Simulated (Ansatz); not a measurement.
## HAlP, quartet: the ladder up to full CI

Geometry: a PBE0/def2-TZVP stationary point for this spin, not checked as a minimum.

```csv
atom,x (Å),y (Å),z (Å)
Al,0.0000,-0.1077,1.2377
P,0.0000,0.0510,-1.1432
H,0.0000,1.3154,1.9991
```

Basis 6-31G; Ansatz 0.2.0. Only valence electrons are correlated (noble-gas cores frozen), which leaves 9 electrons in 18 orbitals. Prefix R: restricted or restricted open-shell reference; prefix U: unrestricted. Active spaces: valence = (9e, 9o) chosen from the atoms' valence shells; pair = (5e, 5o) about the gap.

Full CI is exact within this basis and frozen core; it isn't the basis-set limit. The frozen core follows each run's orbitals, which can shift R against U totals by a few meV.

For open shells CISD is restricted-active-space CI with the open shells as a complete middle space.

```
UHF ⟨S²⟩                          : 3.766
T1 diagnostic (RCCSD)             : 0.0278
largest doubles amplitude (RCCSD) : 0.035
T1 diagnostic (UCCSD)             : 0.0215
```

| level | E − E(RHF) (eV) |
| --- | --- |
| UHF | -0.0779 |
| RMP2 | -1.3456 |
| UMP2 | -1.3565 |
| RCCSD | -1.8690 |
| UCCSD | -1.8713 |
| RCCSD(T) | -1.9088 |
| UCCSD(T) | -1.9089 |

Estimate how far full CI in 6-31G lies from RCCSD(T). The table doesn't fix it; the size of (T) and the diagnostics are the guide.

Full CI in 6-31G lies 1.7 kJ/mol below RCCSD(T), which is 44 % of the (T) step (-3.8 kJ/mol). The diagnostics give no warning, yet the rest is a sizeable part of (T).

The other levels:

```tsv
level	E − E(full CI) (kJ/mol)	share of correlation (%)	wall time
CISD	11.2	93.95	1.4 s
BCCD(T)	1.8	99.01	1.8 s
RCCSDT	0.1	99.93	–
UCCSDT	0.1	99.94	–
RCCSDT(Q)	0.0	99.98	7 s
UCCSDT(Q)	0.0	100.01	6 s
RCCSDTQ	0.0	100.00	53 s
CASSCF (pair space)	146.0	21.47	–
NEVPT2 (pair space)	47.5	74.44	1.6 s
MRCISD (pair space)	9.0	95.17	–
MRCISD+Q (pair space)	0.9	99.54	2.4 s
CASSCF (valence space)	79.3	57.32	–
NEVPT2 (valence space)	23.4	87.38	4.6 s
MRCISD (valence space)	2.7	98.55	–
MRCISD+Q (valence space)	0.8	99.56	7.5 s
```

The correlation energy at full CI, counted from RHF, is -1.926 eV. That run took 2.5 min on 1 thread of Intel Xeon Platinum 8259CL, shared host over 7,588,672 determinants.

Times hold each run's SCF and search for its determinant on a shared host, so for small cases they say little of a method's own cost; they ran on 1 thread of Intel Xeon Platinum 8259CL.

The full-CI state has the irrep A'' of Cs, in the program's axes.

Natural occupations of full CI about the gap: 1.981 1.961 1.946 0.997 0.995 0.993 0.036 0.027 0.027 0.009; effectively unpaired electrons, Σ n²(2−n)², 3.03.
